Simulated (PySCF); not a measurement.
Argon: a sound run and one with changed settings

Sound run: Ar [Ar], Ar+ [Ne] 3s2 3p5. Calculation: PySCF 2.14, in cc-pVTZ-DK; scalar relativity by spin-free X2C-1e. The sound run starts from symmetry-adapted Hartree-Fock orbitals and uses a fine grid where one is needed.

Changed run: radial step 0.3 in ln r (0.13 in the sound run). This setting is unsound on purpose.

```json
{"species": "Ar", "method": "UHF", "sound run (hartree)": "-528.62142", "changed run (hartree)": "-528.62142", "converged": "yes"}
{"species": "Ar", "method": "BP86", "sound run (hartree)": "-529.41721", "changed run (hartree)": "-529.41621", "converged": "yes"}
{"species": "Ar", "method": "PBE0", "sound run (hartree)": "-529.20131", "changed run (hartree)": "-529.19966", "converged": "yes"}
{"species": "Ar+", "method": "UHF", "sound run (hartree)": "-528.08649", "changed run (hartree)": "-528.08649", "converged": "yes"}
{"species": "Ar+", "method": "BP86", "sound run (hartree)": "-528.83667", "changed run (hartree)": "-528.83555", "converged": "yes"}
{"species": "Ar+", "method": "PBE0", "sound run (hartree)": "-528.62420", "changed run (hartree)": "-528.62260", "converged": "yes"}
```

Ionisation energy of Ar:

```json
{"method": "UHF", "sound run (eV)": "14.556", "changed run (eV)": "14.556"}
{"method": "BP86", "sound run (eV)": "15.797", "changed run (eV)": "15.800"}
{"method": "PBE0", "sound run (eV)": "15.704", "changed run (eV)": "15.703"}
```

A coarse radial grid mis-integrates the density and the exchange-correlation energy, with errors of either sign; Hartree-Fock needs no grid.

For comparison, NIST gives 15.760 eV between the lowest levels.
